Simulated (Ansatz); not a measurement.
C4H6ClF can be A, `C/C(Cl)=C/CF`, or B, `C=CC(C)(F)Cl`.

Gas-phase electronic energies from Ansatz, PBE0-D4/def2-TZVP geometries. CCSD(T)/CBS is the MP2 limit (def2-TZVPP, def2-QZVPP) plus CCSD(T) − MP2 in def2-TZVPP, frozen cores. Functionals use def2-TZVPP. B3LYP here is the variant with VWN-RPA as its local correlation; programs differ in this. One conformer a species, not always the lowest.

(1) Which isomer does CCSD(T)/CBS put lower? Give the gap. (Best estimate.)

(2) Give E(B) − E(A) in kJ/mol with r2SCAN-D4, B3LYP, HF/def2-TZVPP, B2PLYP, MP2/def2-TZVPP, ωB97M-V, PBE-D4. (Estimate.)

Largest T1 diagnostic: 0.011.

Results:

(1) Ansatz gave: B, by 10.9 kJ/mol.

(2) Ansatz gave: r2SCAN-D4 -9.6, B3LYP -3.3, HF/def2-TZVPP -8.9, B2PLYP -6.2, MP2/def2-TZVPP -8.4, ωB97M-V -11.5, PBE-D4 -2.8. None reverses the order clearly.
